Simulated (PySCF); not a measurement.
## How methods differ on the ionisation energy of P

P [Ne] 3s2 3p3 (4S) → P⁺ [Ne] 3s2 3p2 (3P), as a difference of total energies. Computed with PySCF 2.14 in x2c-TZVPall (5s5p2d1f, 37 functions), with scalar relativity by spin-free X2C-1e. Correlated levels: valence: [Ne] frozen. The calculations carry no spin-orbit coupling.

```tsv
method	ionisation energy (eV)
UHF	9.900
TPSS	10.481
SCS-MP2 (valence)	10.292
CCSD (valence)	10.402
CCSD(T) (valence)	10.443
```

**Question.** Estimate what MP2 (valence) gives.

**Answer.** 10.463 eV, closest to TPSS among the rows shown.

**Question.** Estimate what PBE gives.

**Answer.** 10.467 eV, closest to TPSS among the rows shown.

Errors of the correlated levels include the incompleteness of this basis and the frozen core.

For comparison: 10.526 eV (measured; NIST levels, between the centres of gravity of the two terms).
